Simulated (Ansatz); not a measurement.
MgMeF (CH3FMg). Charge 0, multiplicity 1. Geometry PBE-D4/def2-TZVP, basis def2-TZVP, Ansatz.

Cartesian coordinates in Å:
```
Mg 0.3641 1.1729 0.3961
C -0.2230 -0.7185 -0.2423
H 0.5574 -1.4679 -0.0410
H -0.4244 -0.7297 -1.3242
H -1.1399 -1.0463 0.2706
F 0.8658 2.7896 0.9409
```

```tsv
run	HOMO (eV)	LUMO (eV)
A	-8.97	-0.39
B	-9.82	0.15
C	-10.29	0.71
D	-6.53	-1.29
E	-6.58	-1.94
F	-7.68	-0.79
```

LC-ωPBE has ω = 0.4 bohr⁻¹.

Q: The runs used CAM-B3LYP, LC-ωPBE, LDA (SPW92), r2SCAN, r2SCAN0, ωB97M-V. Estimate which is which.

A: A CAM-B3LYP (range-separated); B ωB97M-V (range-separated); C LC-ωPBE (range-separated); D r2SCAN (0 % exact exchange); E LDA (SPW92) (0 % exact exchange); F r2SCAN0 (25 % exact exchange). Exact exchange lowers occupied and raises empty levels; among semilocal functionals meta-GGAs tend to open the gap a little, and such runs are hard to tell apart. The gap grows from 4.64 eV (LDA (SPW92)) to 11.00 eV (LC-ωPBE).
